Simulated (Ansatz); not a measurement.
`[CH2]COCC` radical. Charge 0, multiplicity 2. The geometry is a stationary point of PBE0-D4/def2-TZVP. It is one conformer, not always the lowest.

```xyz
14

C     1.156   -1.280   -1.218
C     0.920    0.161   -0.979
O    -0.443    0.502   -0.887
C    -1.088    0.014    0.272
C    -0.777    0.824    1.514
H     2.117   -1.727   -0.994
H     0.432   -1.856   -1.781
H     1.303    0.757   -1.821
H     1.480    0.499   -0.094
H    -2.157    0.062    0.052
H    -0.831   -1.043    0.428
H    -1.030    1.874    1.358
H     0.278    0.762    1.791
H    -1.360    0.450    2.359
```

(1) What is the dipole moment at ωB97M-V/def2-TZVPP? (Estimate.)

(2) And with PBE, r2SCAN, B3LYP? (Best estimate.)

(3) Give the Mulliken charges with ωB97M-V, B3LYP, r2SCAN in def2-TZVPP. (Estimate.)

Answers

(1) Computed: 1.17 D, with components (0.61, -0.53, 0.86) D in this frame, pointing from negative to positive charge.

(2) Ansatz gave: PBE 1.05 D, r2SCAN 1.13 D, B3LYP 1.16 D.

(3) The calculation gave: 
```json
{"atom": "C1", "ωB97M-V": "-0.32", "B3LYP": "-0.29", "r2SCAN": "-0.27"}
{"atom": "C2", "ωB97M-V": "-0.01", "B3LYP": "0.06", "r2SCAN": "0.16"}
{"atom": "O3", "ωB97M-V": "-0.30", "B3LYP": "-0.33", "r2SCAN": "-0.33"}
{"atom": "C4", "ωB97M-V": "-0.03", "B3LYP": "0.05", "r2SCAN": "0.14"}
{"atom": "C5", "ωB97M-V": "-0.29", "B3LYP": "-0.25", "r2SCAN": "-0.15"}
{"atom": "H6", "ωB97M-V": "0.12", "B3LYP": "0.10", "r2SCAN": "0.08"}
{"atom": "H7", "ωB97M-V": "0.15", "B3LYP": "0.12", "r2SCAN": "0.10"}
{"atom": "H8", "ωB97M-V": "0.11", "B3LYP": "0.09", "r2SCAN": "0.05"}
{"atom": "H9", "ωB97M-V": "0.09", "B3LYP": "0.06", "r2SCAN": "0.03"}
{"atom": "H10", "ωB97M-V": "0.11", "B3LYP": "0.09", "r2SCAN": "0.04"}
{"atom": "H11", "ωB97M-V": "0.08", "B3LYP": "0.05", "r2SCAN": "0.02"}
{"atom": "H12", "ωB97M-V": "0.11", "B3LYP": "0.08", "r2SCAN": "0.05"}
{"atom": "H13", "ωB97M-V": "0.09", "B3LYP": "0.07", "r2SCAN": "0.04"}
{"atom": "H14", "ωB97M-V": "0.10", "B3LYP": "0.07", "r2SCAN": "0.04"}
```

B3LYP here is the variant with VWN-RPA as its local correlation; programs differ in this.
